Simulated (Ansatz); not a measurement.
Input for Ansatz (development build ahead of 0.2.0):

```yaml
crystal:
  periodic: [false, false, false]
  atoms:
    - { symbol: C, position_ang: [0.0028, -0.00158, -0.60054] }
    - { symbol: F, position_ang: [-0.00554, 1.02814, 0.18993] }
    - { symbol: F, position_ang: [0.0045, -1.03008, 0.19069] }
basis:
  gaussian: { orbitals: STO-3G }
hamiltonian:
  xc: hf
correlation:
  method: mp2
  frozen_orbitals: { C: 1, F: 1 }
```

The input is written out in the form of the current development build from the run's settings.

The run gave:

```json
{
 "Converged": "yes",
 "Reference energy": "-233.39880 hartree",
 "Correlation energy": "-0.08924 hartree",
 "Total energy": "-233.48804 hartree",
 "Spin squared of the determinant": "0.000"
}
```
